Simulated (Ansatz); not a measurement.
# FH3OSi: the cost of one run

Method: RKS B3LYP-D4/def2-SVP, in Ansatz 0.2.0.

## 1. Starting point

Bond lengths: Si1–F2 1.790 Å, Si1–H3 1.660 Å, Si1–H4 1.459 Å, Si1–O5 1.679 Å, O5–H6 1.010 Å. Angles: F2–Si1–H3 43.3°, F2–Si1–H4 122.7°, F2–Si1–O5 122.7°, H3–Si1–H4 122.2°, H3–Si1–O5 122.2°, H4–Si1–O5 109.5°, Si1–O5–H6 109.5°.

Coordinates:

```xyz
6

Si    0.0000    0.0000    0.0000
F     0.9996    0.0000    1.4848
H     1.6189    0.0000    0.3673
H    -0.6877    1.1914   -0.4862
O    -0.7913   -1.3709   -0.5594
H    -1.2459   -1.8365    0.2129
```

## 2. A restrained relaxation towards end A

Springs on the bonds that form and break draw the guess towards this end; the thresholds are loose.

input.yaml

```yaml
crystal:
  periodic: [false, false, false]
  atoms:
    - { symbol: Si, position_ang: [0.0, 0.0, 0.0] }
    - { symbol: F, position_ang: [0.9996, 0.0, 1.4848] }
    - { symbol: H, position_ang: [1.6189, 0.0, 0.3673] }
    - { symbol: H, position_ang: [-0.6877, 1.1914, -0.4862] }
    - { symbol: O, position_ang: [-0.7913, -1.3709, -0.5594] }
    - { symbol: H, position_ang: [-1.2459, -1.8365, 0.2129] }
basis:
  gaussian: { orbitals: def2-SVP }
hamiltonian:
  xc: b3lyp
  dispersion: d4
relax:
  f_tol: 0.15
  max_steps: 25
  restrain:
    - { distance: [1, 2], at: 2.12, k: 30.0 }
    - { distance: [0, 1], at: 1.59, k: 30.0 }
    - { distance: [0, 2], at: 1.46, k: 30.0 }
```

The run is started by

```
$ ansatz run input.yaml --threads 1 --pin off --max-ram 2048MiB --backend cpu --events-out ev --progress --plain --runs-dir out
```

**Question.** How long does this run take on 1 thread of AMD EPYC 9R45 (Zen 5), shared host, and how much memory does it need?

About 7.1 s, with a peak of 0.15 GiB.
